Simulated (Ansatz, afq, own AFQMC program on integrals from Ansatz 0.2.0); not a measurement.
# GeHO, quartet → GeHO⁺, triplet

```xyz
3

Ge    0.0000   -0.0375    0.3220
O     0.0000    0.0862   -1.5290
H     0.0000    1.3375    1.0643
```

Connectivity, by distances: GeH–O.

E(triplet, charge +1) − E(quartet, charge +0) at this geometry, on UHF and UHF determinants.

Basis cc-pVTZ. Noble-gas cores (and the filled d shells of Ga–Kr and In–Xe) are frozen. Integrals, coupled cluster, full CI and functionals: Ansatz 0.2.0; the random walks run on the same integrals in our own AFQMC program. The CISD trial takes its coefficients from CCSD amplitudes. Released means that phaseless walkers are propagated on without the constraint, phases kept. Uncertainties: one standard error, sampling alone. No spin–orbit coupling. The errors of all members are added in quadrature.

No full CI on the walks' own integrals is used here; CCSDT(Q) serves as the reference and is uncertain by about the last step of the cluster series. Each member takes its own surest rung, up to full CI.

Errors are counted within cc-pVTZ, not against nature.

Cautions: inner d shell frozen; no relativity below Rb; no spin-orbit coupling; GeHO (quartet): lower spins were not checked, the released energies have errors that jump between times, so the bars are unsure, so no released level is given (meV from the phaseless value at times in 1/Eh: -10 ± 3 at 0.24, -16 ± 3 at 0.50, -37 ± 18 at 1.00, -26 ± 3 at 1.50), its ph-AFQMC/CISD value lies 33 ± 3 meV above CCSDT(Q); GeHO⁺ (triplet): lower spins were not checked, the released energies are still falling, so no released level is given (meV from the phaseless value at times in 1/Eh: -5 ± 4 at 0.24, -20 ± 4 at 0.50, -28 ± 4 at 1.00, -35 ± 5 at 1.50), though the last usable value meets CCSDT(Q) within the noise, its ph-AFQMC/CISD value lies 45 ± 5 meV above CCSDT(Q); this needn't be the first ionization.

| level | vertical ionization energy (kcal/mol) |
| --- | --- |
| MP2 | 176.3 |
| CCSD | 177.1 |

(1) From these cheaper values, estimate the vertical ionization energy at the reference level in cc-pVTZ.

(1) 176.0 kcal/mol (CCSDT(Q) in cc-pVTZ).

| level | vertical ionization energy (kcal/mol) | error against CCSDT(Q) (kcal/mol) |
| --- | --- | --- |
| HF | 172.6 | -3.5 |
| CCSD(T) | 176.4 | 0.4 |
| CCSDT | 176.2 | 0.2 |
| ph-AFQMC/CISD | 176.3 ± 0.1 | 0.3 ± 0.1 |

Correlation beyond CCSD(T) takes off 0.4 kcal/mol. The perturbative (T) step is worth −0.6 kcal/mol.

A walk keeps the symmetry of its determinant, which the program's search chose and which needn't be the lowest solution, so a lower state of the same spin and another symmetry isn't excluded.
